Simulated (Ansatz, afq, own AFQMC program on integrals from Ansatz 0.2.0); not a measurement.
**Where AFQMC and coupled cluster stand for SiH₂, singlet**

```xyz
3

Si    0.0000   -0.0507    0.0000
H     0.0000    0.7069   -1.2784
H     0.0000    0.7069    1.2784
```

Basis cc-pVDZ. Only valence electrons are correlated. AFQMC by an in-house program on the Cholesky factors that Ansatz 0.2.0 writes for its CCSD(T) run. The CISD trial takes its coefficients from CCSD amplitudes. Released means that phaseless walkers are propagated on without the constraint, phases kept. ± is one standard error of the sampling.

Determinant: UHF, the one that the program's search chose, which needn't be the lowest solution. The geometry is a PBE0/def2-TZVP stationary point of this or a neighbouring charge and spin state.

Full CI on the same integrals is exact in this basis and with this determinant's frozen core.

Cautions: strong correlation (T1 0.111, weight of the determinant 0.78, largest double 0.13); unrestricted determinant spin contaminated (⟨S²⟩ 0.67 against 0.00).

* T1 diagnostic: 0.1112
* weight of the determinant in the CISD state: 0.776
* ⟨S²⟩ of the determinant: 0.672
* size of the correlated space: 6 electrons in 23 orbitals

```json
{"level": "MP2", "correlation energy (eV)": "-2.0524"}
{"level": "CCSD", "correlation energy (eV)": "-2.8193"}
{"level": "CCSD(T)", "correlation energy (eV)": "-2.8799"}
```

Problem. Estimate where phaseless AFQMC with a CISD trial lies against CCSD(T) on the same integrals.

Solution. 0.79 ± 0.05 kcal/mol below CCSD(T).

Reference: full CI, correlation energy -2.920 eV. The released energy is read at 2.40 1/Eh (meV from the phaseless value at times in 1/Eh: -0.7 ± 2.5 at 0.24, -2 ± 3 at 0.51, -4.9 ± 2.1 at 0.99, -4.1 ± 1.9 at 1.62, -6.8 ± 2.1 at 2.40). The cautions show a poor starting determinant, so the rows tell how each method copes with it here, and full CI is the sure value.

```csv
level,E − E(reference) (kcal/mol),share of correlation (%)
CCSD(T),0.93,98.63
CCSDT,0.10,99.85
CCSDT(Q),0.01,99.98
CCSDTQ,0.00,100.00
ph-AFQMC/CISD,0.14 ± 0.05,99.80
released AFQMC,-0.02 ± 0.05,100.03
```

CCSDT and higher add their correlation energy to the determinant of the CCSD(T) run, since their own runs factorise the integrals more tightly (a shift of under 2 meV). Released energies are given only where the last usable release times agree within the noise; a slower fall can still hide under it.
